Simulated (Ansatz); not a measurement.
`[OH][MgH]` + H₂S → `[MgH][SH]` + H₂O at 298.15 K and 1 bar (ligand exchange at a Mg–O bond).

Calculated with Ansatz (gas phase, PBE0-D4/def2-TZVP geometries, no zero-point term in ΔE). CCSD(T)/CBS is the MP2 limit (def2-TZVPP, def2-QZVPP) plus CCSD(T) − MP2 in def2-TZVPP, frozen cores. This one scheme is used for every species. For Mg outer-core shells are correlated without core-valence functions, which leaves a few kJ/mol of doubt a bond.

```tsv
species	CCSD(T)/CBS energy (Eh)	H − E (kJ/mol)	S (J/(mol·K))
`[OH][MgH]`	-276.29839	59.0	252.1
H₂S	-398.97279	49.9	205.7
`[MgH][SH]`	-598.89578	48.8	265.1
H₂O	-76.37941	66.4	188.7
```

H − E and S are ideal-gas, rigid-rotor, harmonic terms from PBE0-D4/def2-TZVP. 1 Eh = 2625.50 kJ/mol, R = 8.31446 J/(mol·K).

By hand: ΔE, ΔH, ΔS and ΔG.

ΔE = (-598.89578) + (-76.37941) − (-276.29839) − (-398.97279) = -0.00401 Eh = -10.5 kJ/mol. Δ(H − E) = 48.8 + 66.4 − 59.0 − 49.9 = 6.3, so ΔH = -4.2 kJ/mol. ΔS = 265.1 + 188.7 − 252.1 − 205.7 = -4.0 J/(mol·K). ΔG = -4.2 − 298.15 × (-4.0)/1000 = -3.0 kJ/mol.

By hand: the equilibrium constant, and the temperature at which ΔG would vanish if ΔH and ΔS stayed fixed.

log₁₀ K = −ΔG/(RT ln 10) = 0.5. ΔG = 0 at ΔH/ΔS = 1050 K, though so small a ΔH makes that figure unsure.

The number of gas molecules stays the same, so ΔS is small and ΔH decides. The sign of ΔG lies within the doubt. A doubt of 5 kJ/mol in ΔE shifts log₁₀ K by 0.9 here. These are equilibria of isolated gas molecules and say nothing of rates. Largest T1 diagnostic: 0.010 (customary marks: 0.02 for closed shells, 0.045 for open ones).
